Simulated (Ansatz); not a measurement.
# Worked example: HSN, singlet against HSN, triplet

Geometry (PBE0/def2-TZVP stationary point of a triplet), kept for both states (HSN, triplet: A''; HSN, singlet: A'):

```tsv
atom	x (Å)	y (Å)	z (Å)
N	0.0000	0.0577	1.1447
S	0.0000	-0.0648	-0.4759
H	0.0000	1.2584	-0.7673
```

Basis cc-pVDZ; Ansatz 0.2.0. Only valence electrons are correlated (noble-gas cores frozen). Prefix R: restricted or restricted open-shell reference; prefix U: unrestricted.

Full CI isn't at hand for all of this; UCCSDTQ serves as the reference, and is uncertain by the last step of the cluster series or more.

Unrestricted rows (U, and Kohn–Sham where it breaks symmetry) aren't spin-pure: their determinants' ⟨S²⟩ exceeds S(S+1) by up to 0.91, so they mix in states of higher spin.

```json
{"level": "UHF", "E(HSN, triplet) (hartree)": "-452.491865", "E(HSN, singlet) (hartree)": "-452.468127"}
{"level": "UMP2", "E(HSN, triplet) (hartree)": "-452.727722", "E(HSN, singlet) (hartree)": "-452.713381"}
{"level": "UCCSD(T)", "E(HSN, triplet) (hartree)": "-452.769897", "E(HSN, singlet) (hartree)": "-452.764007"}
{"level": "PBE", "E(HSN, triplet) (hartree)": "-453.196485", "E(HSN, singlet) (hartree)": "-453.196934"}
{"level": "B3LYP", "E(HSN, triplet) (hartree)": "-453.447745", "E(HSN, singlet) (hartree)": "-453.444900"}
{"level": "UCCSDTQ", "E(HSN, triplet) (hartree)": "-452.771545", "E(HSN, singlet) (hartree)": "-452.763970"}
```

Task: Give the vertical gap, HSN singlet less HSN triplet, at each level in eV (1 hartree = 27.2114 eV), and each error against UCCSDTQ.

Result: UCCSDTQ: (-452.763970 − (-452.771545)) × 27.2114 = 0.206 eV (the reference)
B3LYP: (-453.444900 − (-453.447745)) × 27.2114 = 0.077 eV, error -0.129 eV
PBE: (-453.196934 − (-453.196485)) × 27.2114 = -0.012 eV, error -0.218 eV
UCCSD(T): (-452.764007 − (-452.769897)) × 27.2114 = 0.160 eV, error -0.046 eV
UMP2: (-452.713381 − (-452.727722)) × 27.2114 = 0.390 eV, error 0.184 eV
UHF: (-452.468127 − (-452.491865)) × 27.2114 = 0.646 eV, error 0.440 eV

Total energies of functionals can't be set beside those of wave-function methods, since they hold the core's correlation and their own absolute errors; only the differences compare.

In so small a basis the reference is far from its limit while semilocal and hybrid functionals are nearer theirs, so the functionals' errors here hold much of the reference's basis and frozen-core error, which can add to them or hide them.

Each level lands on the state that its own search finds. T1 diagnostics of restricted CCSD: 0.036 and 0.041.
